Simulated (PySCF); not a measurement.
# Ionisation energy of Al by level of theory

Al [Ne] 3s2 3p1 (2P) → Al+ [Ne] 3s2 (1S), as a difference of total energies. Computed with PySCF 2.14 in cc-pVTZ-DK, with scalar relativity by spin-free X2C-1e. Correlated levels: valence: [Ne] frozen. The calculations carry no spin-orbit coupling.

| method | ionisation energy (eV) |
| --- | --- |
| UHF | 5.587 |
| r2SCAN | 6.153 |
| PBE | 6.056 |
| MP2 (valence) | 5.809 |
| CCSD(T) (valence) | 5.932 |

Q: Estimate what SCS-MP2 (valence) gives.

A: 5.793 eV, closest to MP2 (valence) among the rows shown.

Q: Estimate what CCSD (valence) gives.

A: 5.901 eV, closest to CCSD(T) (valence) among the rows shown.

Errors of the correlated levels include the incompleteness of this basis and the frozen core.

For comparison: 5.977 eV (measured; NIST levels, between the centres of gravity of the two terms).
